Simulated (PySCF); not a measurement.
Choosing a basis for TDDFT

BH6N.
InChI=1S/BH6N/c1-2/h1-2H3

TDDFT with PBE0 (PySCF), vertical singlets, core orbitals frozen in the response, spherical d and f functions. Isolated species at its PBE0-D3(BJ)/def2-SVP geometry, gas phase.

| basis | functions | diffuse | S1 (eV) | S2 (eV) | S3 (eV) | S4 (eV) | S5 (eV) | LUMO (eV) | α (au) |
| --- | --- | --- | --- | --- | --- | --- | --- | --- | --- |
| 6-31G* | 40 | no | 7.24 | 7.24 | 9.24 | 9.29 | 9.29 | 1.17 | 23.5 |
| 6-31+G* | 48 | yes | 5.92 | 5.92 | 7.76 | 7.76 | 7.79 | -0.62 | 27.8 |
| def2-SVP | 58 | no | 6.85 | 6.85 | 8.84 | 8.87 | 8.87 | 0.56 | 25.4 |
| def2-TZVP | 98 | no | 6.43 | 6.43 | 8.29 | 8.35 | 8.35 | -0.04 | 29.4 |
| aug-cc-pVDZ | 100 | yes | 5.85 | 5.85 | 7.25 | 7.26 | 7.26 | -0.81 | 32.6 |
| def2-TZVPD | 128 | yes | 6.05 | 6.05 | 7.85 | 7.85 | 7.89 | -0.56 | 32.4 |
| aug-cc-pVTZ | 230 | yes | 5.88 | 5.88 | 7.24 | 7.24 | 7.24 | -0.82 | 32.7 |

Q: How much do these states and the polarisability depend on the basis?

A: States are compared by their number. Against the largest diffuse basis here (aug-cc-pVTZ, itself not a converged limit), sets without diffuse functions differ by up to 1.36 eV in S1 and 2.05 eV in S5; the smaller diffuse sets differ by up to 0.17 and 0.66 eV. Every set without diffuse functions puts S1 more than 0.3 eV higher, so even the lowest state needs them here. State by state, the largest deviation of a set without diffuse functions is S1 1.36, S2 1.36, S3 2.01, S4 2.05, S5 2.05 eV. The same number needn't mean the same state in each row. Against aug-cc-pVTZ the polarisability deviates by -28% in 6-31G*, -15% in 6-31+G*, -22% in def2-SVP, -10% in def2-TZVP, 0% in aug-cc-pVDZ, -1% in def2-TZVPD. A single + in a Pople set puts diffuse functions on heavy atoms only.
